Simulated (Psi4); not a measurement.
Input file for Psi4: SAPT0/jun-cc-pV(D+d)Z on C4H8 (a complex).

```
memory 8100 MB

molecule dimer {
0 1
C    -0.47192500   -0.47192500   -1.85911100
C     0.47192500    0.47192500   -1.85911100
H    -0.87242200   -0.87242200   -0.93612500
H     0.87242200    0.87242200   -0.93612500
H    -0.87046400   -0.87046400   -2.78330800
H     0.87046400    0.87046400   -2.78330800
--
0 1
C    -0.47192500    0.47192500    1.85911100
C     0.47192500   -0.47192500    1.85911100
H    -0.87242200    0.87242200    0.93612500
H     0.87242200   -0.87242200    0.93612500
H    -0.87046400    0.87046400    2.78330800
H     0.87046400   -0.87046400    2.78330800
units angstrom
symmetry c1
no_reorient
no_com
}

set {
  basis jun-cc-pV(D+d)Z
  scf_type df
  freeze_core true
}

energy('sapt0')
```

Program output:

```
[...]
==> Input File <==

--------------------------------------------------------------------------
memory 8100 MB

molecule dimer {
0 1
C    -0.47192500   -0.47192500   -1.85911100
C     0.47192500    0.47192500   -1.85911100
H    -0.87242200   -0.87242200   -0.93612500
H     0.87242200    0.87242200   -0.93612500
H    -0.87046400   -0.87046400   -2.78330800
H     0.87046400    0.87046400   -2.78330800
--
0 1
C    -0.47192500    0.47192500    1.85911100
C     0.47192500   -0.47192500    1.85911100
H    -0.87242200    0.87242200    0.93612500
H     0.87242200   -0.87242200    0.93612500
H    -0.87046400    0.87046400    2.78330800
H     0.87046400   -0.87046400    2.78330800
units angstrom
symmetry c1
no_reorient
no_com
}

set {
  basis jun-cc-pV(D+d)Z
  scf_type df
  freeze_core true
}

energy('sapt0')
--------------------------------------------------------------------------


   => Loading Basis Set <=

    Name: JUN-CC-PV(D+D)Z
    Role: ORBITAL
    Keyword: BASIS
    atoms 1-2, 7-8  entry C          line   188 file jun-cc-pv_dpd_z.gbs
    atoms 3-6, 9-12 entry H          line    60 file jun-cc-pv_dpd_z.gbs

   => Loading Basis Set <=

    Name: JUN-CC-PV(D+D)Z
    Role: ORBITAL
    Keyword: BASIS
    atoms 1-2, 7-8  entry C          line   188 file jun-cc-pv_dpd_z.gbs
    atoms 3-6, 9-12 entry H          line    60 file jun-cc-pv_dpd_z.gbs


  //>>>>>>>>>>>>>>>>>>>>>>>>>>>>>>>>>>>//
  //              Dimer HF             //
  //<<<<<<<<<<<<<<<<<<<<<<<<<<<<<<<<<<<//

   => Libint2 <=

    Primary   basis highest AM E, G, H:  7, 6, 3
    Auxiliary basis highest AM E, G, H:  7, 7, 4
    Onebody   basis highest AM E, G, H:  -, -, -
    Solid Harmonics ordering:            Gaussian


   => Loading Basis Set <=

    Name: JUN-CC-PV(D+D)Z
    Role: ORBITAL
    Keyword: BASIS
    atoms 1-2, 7-8  entry C          line   188 file jun-cc-pv_dpd_z.gbs
    atoms 3-6, 9-12 entry H          line    60 file jun-cc-pv_dpd_z.gbs


         ---------------------------------------------------------
                                   SCF
               by Justin Turney, Rob Parrish, Andy Simmonett
                          and Daniel G. A. Smith
                              RHF Reference
                        4 Threads,   7724 MiB Core
         ---------------------------------------------------------

  ==> Geometry <==

    Molecular point group: c1
    Full point group: D2d

    Geometry (in Angstrom), charge = 0, multiplicity = 1:

       Center              X                  Y                   Z               Mass
    ------------   -----------------  -----------------  -----------------  -----------------
         C           -0.471925000000    -0.471925000000    -1.859111000000    12.000000000000
         C            0.471925000000     0.471925000000    -1.859111000000    12.000000000000
         H           -0.872422000000    -0.872422000000    -0.936125000000     1.007825032230
         H            0.872422000000     0.872422000000    -0.936125000000     1.007825032230
         H           -0.870464000000    -0.870464000000    -2.783308000000     1.007825032230
         H            0.870464000000     0.870464000000    -2.783308000000     1.007825032230
         C           -0.471925000000     0.471925000000     1.859111000000    12.000000000000
         C            0.471925000000    -0.471925000000     1.859111000000    12.000000000000
         H           -0.872422000000     0.872422000000     0.936125000000     1.007825032230
         H            0.872422000000    -0.872422000000     0.936125000000     1.007825032230
         H           -0.870464000000     0.870464000000     2.783308000000     1.007825032230
         H            0.870464000000    -0.870464000000     2.783308000000     1.007825032230

  Running in c1 symmetry.

  Rotational constants: A =      0.50132  B =      0.07751  C =      0.07751 [cm^-1]
  Rotational constants: A =  15029.33671  B =   2323.82075  C =   2323.82075 [MHz]
  Nuclear repulsion =  102.165309678880959

  Charge       = 0
  Multiplicity = 1
  Electrons    = 32
  Nalpha       = 16
  Nbeta        = 16

  ==> Algorithm <==

  SCF Algorithm Type is DF.
  DIIS enabled.
  MOM disabled.
  Fractional occupation disabled.
  Guess Type is SAD.
  Energy threshold   = 1.00e-08
  Density threshold  = 1.00e-08
  Integral threshold = 1.00e-12

  ==> Primary Basis <==

  Basis Set: JUN-CC-PV(D+D)Z
    Blend: JUN-CC-PV(D+D)Z
    Number of shells: 56
    Number of basis functions: 112
    Number of Cartesian functions: 116
    Spherical Harmonics?: true
    Max angular momentum: 2

   => Loading Basis Set <=

    Name: (JUN-CC-PV(D+D)Z AUX)
    Role: JKFIT
    Keyword: DF_BASIS_SCF
    atoms 1-2, 7-8  entry C          line   146 file jun-cc-pvdz-jkfit.gbs
    atoms 3-6, 9-12 entry H          line    70 file jun-cc-pvdz-jkfit.gbs

  ==> Integral Setup <==

  DFHelper Memory: AOs need 0.050 GiB; user supplied 5.658 GiB.
  SCF_SUBTYPE=INCORE selected. In-core MEM_DF algorithm will be used
[...]
A      2.667483
      96A      2.762683    97A      2.833495    98A      2.840932
      99A      2.992568   100A      3.139539   101A      3.150270
     102A      3.201081   103A      3.234678   104A      3.395022
     105A      3.607688   106A      3.748793   107A      4.165141
     108A      5.182235   109A      5.235388   110A      5.554917
     111A     18.129489   112A     18.630119

    Final Occupation by Irrep:
              A
    DOCC [     8 ]
    NA   [     8 ]
    NB   [     8 ]

  @DF-RHF Final Energy:   -78.04181717649843

   => Energetics <=

    Nuclear Repulsion Energy =             33.3602697126190861
    One-Electron Energy =                -169.9534706510802948
    Two-Electron Energy =                  58.5513837619628035
    Total Energy =                        -78.0418171764984265

Computation Completed


Properties will be evaluated at   0.000000,   0.000000,   0.000000 [a0]

Properties computed using the SCF density matrix


 Multipole Moments:

 ------------------------------------------------------------------------------------
     Multipole            Electronic (a.u.)      Nuclear  (a.u.)        Total (a.u.)
 ------------------------------------------------------------------------------------

 L = 1.  Multiply by 2.5417464519 to convert [e a0] to [Debye]
 Dipole X            :          0.0000000            0.0000000            0.0000000
 Dipole Y            :          0.0000000            0.0000000            0.0000000
 Dipole Z            :        -56.2100982           56.2159469            0.0058487
 Magnitude           :                                                    0.0058487

 ------------------------------------------------------------------------------------

  Constructing Basis Sets for SAPT...

   => Loading Basis Set <=

    Name: (JUN-CC-PV(D+D)Z AUX)
    Role: RIFIT
    Keyword: DF_BASIS_SAPT
    atoms 1-2, 7-8  entry C          line   100 file jun-cc-pvdz-ri.gbs
    atoms 3-6, 9-12 entry H          line    30 file jun-cc-pvdz-ri.gbs

   => Loading Basis Set <=

    Name: (JUN-CC-PV(D+D)Z AUX)
    Role: JKFIT
    Keyword: DF_BASIS_ELST
    atoms 1-2, 7-8  entry C          line   146 file jun-cc-pvdz-jkfit.gbs
    atoms 3-6, 9-12 entry H          line    70 file jun-cc-pvdz-jkfit.gbs


  //>>>>>>>>>>>>>>>>>>>>>>>>>>>>>>>>>>>//
  //               SAPT0               //
  //<<<<<<<<<<<<<<<<<<<<<<<<<<<<<<<<<<<//



        SAPT0
    Ed Hohenstein
     6 June 2009

      Orbital Information
  --------------------------
    NSO        =       112
    NMO        =       112
    NRI        =       372
    NRI (Elst) =       500
    NOCC A     =         8
    NOCC B     =         8
    FOCC A     =         2
    FOCC B     =         2
    NVIR A     =       104
    NVIR B     =       104

    Elst10,r            =    -0.001815674839 [Eh]
    Exch10              =     0.003593557706 [Eh]
    Exch10 (S^2)        =     0.003591955596 [Eh]

    Maxiter = 50
    CPHF R converge = 1.000000E-08

    Iter     Energy [mEh]          dE [mEh]         Residual      Time [s]
       1      -0.19946190       0.199461902     1.839105e-03             0
       2      -0.24258985       0.043127951     3.184034e-04             0
       3      -0.24275659       0.000166733     8.740850e-05             0
       4      -0.24221862      -0.000537970     2.038825e-05             0
       5      -0.24225648       0.000037867     4.470357e-06             0
       6      -0.24227188       0.000015397     7.200484e-07             0
       7      -0.24226923      -0.000002648     8.885790e-08             0
       8      -0.24226935       0.000000120     1.310457e-08             0
       9      -0.24226936       0.000000009     2.505852e-09             1

    CHF Iterations converged

    Maxiter = 50
    CPHF R converge = 1.000000E-08

    Iter     Energy [mEh]          dE [mEh]         Residual      Time [s]
       1      -0.19946190       0.199461902     1.839105e-03             0
       2      -0.24258985       0.043127951     3.184034e-04             0
       3      -0.24275659       0.000166733     8.740850e-05             0
       4      -0.24221862      -0.000537970     2.038825e-05             0
       5      -0.24225648       0.000037867     4.470357e-06             0
       6      -0.24227188       0.000015397     7.200484e-07             0
       7      -0.24226923      -0.000002648     8.885790e-08             0
       8      -0.24226935       0.000000120     1.310457e-08             0
       9      -0.24226936       0.000000009     2.505852e-09             0

    CHF Iterations converged

    Ind20,r (A<-B)      =    -0.000242269360 [Eh]
    Ind20,r (B<-A)      =    -0.000242269360 [Eh]
    Ind20,r             =    -0.000484538720 [Eh]
    Exch-Ind20,r (A<-B) =     0.000193739805 [Eh]
    Exch-Ind20,r (B<-A) =     0.000193739805 [Eh]
    Exch-Ind20,r        =     0.000387479611 [Eh]
    Disp20              =    -0.002942992293 [Eh]
    Disp20 (SS)         =    -0.001471496146 [Eh]
    Disp20 (OS)         =    -0.001471496146 [Eh]
    Exch-Disp20         =     0.000254095275 [Eh]
    Exch-Disp20 (SS)    =     0.000148129674 [Eh]
    Exch-Disp20 (OS)    =     0.000105965601 [Eh]

    SAPT Results
  --------------------------------------------------------------------------------------------------------
    Electrostatics                 -1.81567484 [mEh]      -1.13935316 [kcal/mol]      -4.76705363 [kJ/mol]
      Elst10,r                     -1.81567484 [mEh]      -1.13935316 [kcal/mol]      -4.76705363 [kJ/mol]

    Exchange                        3.59355771 [mEh]       2.25499151 [kcal/mol]       9.43488446 [kJ/mol]
      Exch10                        3.59355771 [mEh]       2.25499151 [kcal/mol]       9.43488446 [kJ/mol]
      Exch10(S^2)                   3.59195560 [mEh]       2.25398617 [kcal/mol]       9.43067812 [kJ/mol]

    Induction                      -0.31009167 [mEh]      -0.19458546 [kcal/mol]      -0.81414558 [kJ/mol]
      Ind20,r                      -0.48453872 [mEh]      -0.30405264 [kcal/mol]      -1.27215623 [kJ/mol]
      Exch-Ind20,r                  0.38747961 [mEh]       0.24314713 [kcal/mol]       1.01732758 [kJ/mol]
      delta HF,r (2)               -0.21303257 [mEh]      -0.13367995 [kcal/mol]      -0.55931692 [kJ/mol]

    Dispersion                     -2.68889702 [mEh]      -1.68730835 [kcal/mol]      -7.05969815 [kJ/mol]
      Disp20                       -2.94299229 [mEh]      -1.84675554 [kcal/mol]      -7.72682520 [kJ/mol]
      Exch-Disp20                   0.25409527 [mEh]       0.15944719 [kcal/mol]       0.66712705 [kJ/mol]
      Disp20 (SS)                  -1.47149615 [mEh]      -0.92337777 [kcal/mol]      -3.86341260 [kJ/mol]
      Disp20 (OS)                  -1.47149615 [mEh]      -0.92337777 [kcal/mol]      -3.86341260 [kJ/mol]
      Exch-Disp20 (SS)              0.14812967 [mEh]       0.09295277 [kcal/mol]       0.38891440 [kJ/mol]
      Exch-Disp20 (OS)              0.10596560 [mEh]       0.06649442 [kcal/mol]       0.27821265 [kJ/mol]

  Total HF                          1.46779119 [mEh]       0.92105288 [kcal/mol]       3.85368524 [kJ/mol]
  Total SAPT0                      -1.22110583 [mEh]      -0.76625547 [kcal/mol]      -3.20601290 [kJ/mol]

  Special recipe for scaled SAPT0 (see Manual):
    Electrostatics sSAPT0          -1.81567484 [mEh]      -1.13935316 [kcal/mol]      -4.76705363 [kJ/mol]
    Exchange sSAPT0                 3.59355771 [mEh]       2.25499151 [kcal/mol]       9.43488446 [kJ/mol]
    Induction sSAPT0               -0.30957296 [mEh]      -0.19425997 [kcal/mol]      -0.81278371 [kJ/mol]
    Dispersion sSAPT0              -2.68855687 [mEh]      -1.68709490 [kcal/mol]      -7.05880508 [kJ/mol]
  Total sSAPT0                     -1.22024696 [mEh]      -0.76571653 [kcal/mol]      -3.20375796 [kJ/mol]
  --------------------------------------------------------------------------------------------------------



*** Psi4 exiting successfully. Buy a developer a beer!
```

The run finished.

Cost: around 22 core-seconds (rough).
